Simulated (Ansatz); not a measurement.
AlH2(NH2) (AlNH4), relaxed as a singlet with RKS r2SCAN-D4/def2-TZVP in Ansatz, starting from the GFN2-xTB geometry. Force threshold 0.02 eV/Å.

Start:

```xyz
6

Al   -0.658   -0.473   -0.129
H    -1.665   -0.783    0.996
H    -0.949   -1.099   -1.508
N     0.765    0.552    0.150
H     0.836    1.552   -0.002
H     1.671    0.251    0.493
```

**Question.** Estimate the energy that the relaxation releases and the steps that it takes.

**Answer.** 0.56 eV, in 8 steps; 8 s on 4 threads of Arm Neoverse V2 on a shared host. No frequencies were taken in this run, so the end may be a saddle point.

**Question.** Does the start keep its bonding and symmetry?

**Answer.** By distances, no bond broke or formed. The bond that changes most is Al1–H2, from 1.54 to 1.58 Å (atoms count from 1). Point group C2 at the start, C2v at the end, both within 0.05 Å.

**Question.** Predict the relaxed structure.

**Answer.** 
Cartesian coordinates in Å:
```
Al -0.667 -0.477 -0.130
H -1.320 -1.189 1.123
H -1.192 -0.622 -1.616
N 0.751 0.541 0.147
H 1.252 1.042 -0.570
H 1.177 0.706 1.046
```
Bond lengths: 1 × Al–N 1.77 Å; 2 × Al–H 1.58 Å; 2 × H–N 1.01 Å.
